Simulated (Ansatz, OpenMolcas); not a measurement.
AlClO (SMILES [O]=[Al][Cl]): methods side by side

AlClO: 3 atoms, total charge 0, spin state singlet. SMILES: `[O]=[Al][Cl]`. Geometry: a GFN2-xTB relaxation, a rough one for these elements and not checked as a minimum.

```xyz
3

O     0.1075    1.6943    0.2460
Al    0.0093    0.1472    0.0214
Cl   -0.1168   -1.8415   -0.2673
```

Each level gives the vertical ionisation energy (to the doublet cation) (eV). The values are calculated.

```
                             level                    kind     program  value (eV)  less FCI/STO-3G  CPU time (all runs)
                         HF/STO-3G            Hartree–Fock      Ansatz        4.02            -1.86               0.47 s
 HF/STO-3G, open shells restricted            Hartree–Fock  OpenMolcas        4.06            -1.82                4.5 s
                      SVWN5/STO-3G                     LDA  OpenMolcas        7.36            +1.48                8.1 s
                     r2SCAN/STO-3G                meta-GGA  OpenMolcas        6.87            +0.99                 24 s
                      wB97X/STO-3G  range-separated hybrid      Ansatz        6.62            +0.74                 27 s
                    RPA@PBE/STO-3G                     RPA      Ansatz        5.80            -0.08                 50 s
                      CCSDT/STO-3G   coupled cluster or CI      Ansatz        5.92            +0.04                1.6 s
FCI/STO-3G, open shells restricted      exact in the basis  OpenMolcas        5.88             0.00                 94 s
```

FCI/STO-3G, open shells restricted is exact within its basis and frozen core, so for wave-function methods in that basis the difference is their error; functionals converge differently with the basis, so for them it is only a difference. The values span 4.02 to 7.36 eV. All rows use very small basis sets, so even the best lies far from the true value. Times are those of the runs behind each value, whatever else they computed, on shared processors of several kinds: orders of magnitude only.
